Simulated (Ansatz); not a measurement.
Run this with Ansatz 0.2.0 through its Python package and show what comes out.

The script, `run_conformers.py`:
```python
import ansatz as az
from rdkit import Chem
from rdkit.Chem import AllChem


def main() -> None:
    rd = Chem.AddHs(Chem.MolFromSmiles("CC#[N+]CCC"))
    ids = list(AllChem.EmbedMultipleConfs(rd, numConfs=20, randomSeed=304, pruneRmsThresh=0.4))
    field = [energy for _, energy in AllChem.MMFFOptimizeMoleculeConfs(rd)]
    distinct = {round(e, 2): i for i, e in zip(ids, field)}
    chosen = sorted(distinct.items())[:5]
    found = []
    for force_field, index in chosen:
        mol = az.Crystal.molecule()
        for atom, xyz in zip(rd.GetAtoms(), rd.GetConformer(index).GetPositions()):
            mol = mol.atom(atom.GetSymbol(), xyz.round(5).tolist())
        job = (
            mol.calculation()
            .basis(gaussian="cc-pVDZ")
            .functional("B3LYP", dispersion="d4")
            .charge(1)
            .scf(lower_state_search="off")
        )
        found.append(job.run(threads=1, backend="cpu").report["free_energy_ev"])
    print("conformer   MMFF (kcal/mol)   this level (eV)")
    for (force_field, index), e in zip(chosen, found):
        print(f"{index:9d} {force_field - chosen[0][0]:17.2f} {(e - min(found)):17.3f}")


if __name__ == "__main__":
    main()
```

```console
$ python run_conformers.py
conformer   MMFF (kcal/mol)   this level (eV)
        2              0.00             0.016
        1              0.39             0.000
```

Reading the output:
- These settings explore the input space; basis and method may be short of convergence.
- The conformers keep their force-field geometries.
- b3lyp holds the VWN-RPA fit, as in Gaussian; the form of ORCA and Turbomole is b3lyp5.
- Hardware and time: 5.5 s on 1 thread of Arm Neoverse V2 (shared host), peak memory 0.37 GiB.
